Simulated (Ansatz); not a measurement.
Relaxed structures of CH$_{4}$BN, singlet (PBE0-D4/def2-TZVP; forces vanish, vibrations not checked; lower isomers may exist, and structures with a doubtful reference or unclear bonds are left out; Å). Program: Ansatz 0.2.0. Basis: def2-TZVPP. Cores are frozen in the correlated methods.

Rank them by CCSD(T) energy, lowest first, and give each one's height above the lowest. Links in brackets join atoms within 1.22 times the sum of their covalent radii (1.1 for two metals). (Judge from chemistry; the value comes from the calculation.)
A.
CH₄BN ([BH2][CH][NH])
```
7
angstrom
B -0.8971 0.3632 -0.5999
C 0.3433 0.0797 0.3113
N 0.8593 -1.0891 0.2981
H -1.3208 -0.5226 -1.2756
H -1.4062 1.4452 -0.6161
H 0.7607 0.8722 0.9493
H 1.6607 -1.1486 0.9329
```
B.
CH₄BN ([BH3][C][NH])
```
7
angstrom
B -0.5200 0.7679 -0.6737
C -0.0885 -0.1693 0.4504
N 0.2387 -0.8793 1.3024
H -0.9723 0.0534 -1.5412
H -1.3510 1.5033 -0.1878
H 0.4831 1.3525 -1.0194
H 0.5192 -1.4899 2.0356
```
C.
CH₄BN ([BH][CH][NH2])
```
7
angstrom
B -0.8176 0.0072 -0.6728
C 0.2273 -0.1893 0.2162
N 0.9768 -1.2535 0.7391
H -1.7286 0.2917 -1.3571
H 0.9106 -2.0937 0.1851
H 0.4420 0.7803 0.6856
H 1.9499 -1.0183 0.8707
```

The calculation gives: B (0.00 kcal/mol), A (5.54 kcal/mol), C (26.82 kcal/mol). Heights count from the lowest.

T1 diagnostic: at most 0.016. The restricted Hartree–Fock reference is unstable towards an unrestricted one at one or more of these structures.

For scale, one of the runs: CCSD(T)/def2-TZVPP, 149 basis functions, launched by `ansatz run in.yaml --threads 2 --pin off --events-out ev --progress --plain --max-ram 4352MiB`. Time: 11 s of wall clock on 2 CPU threads of an Arm Neoverse V2; the host was shared. Peak host memory: 0.97 GiB.
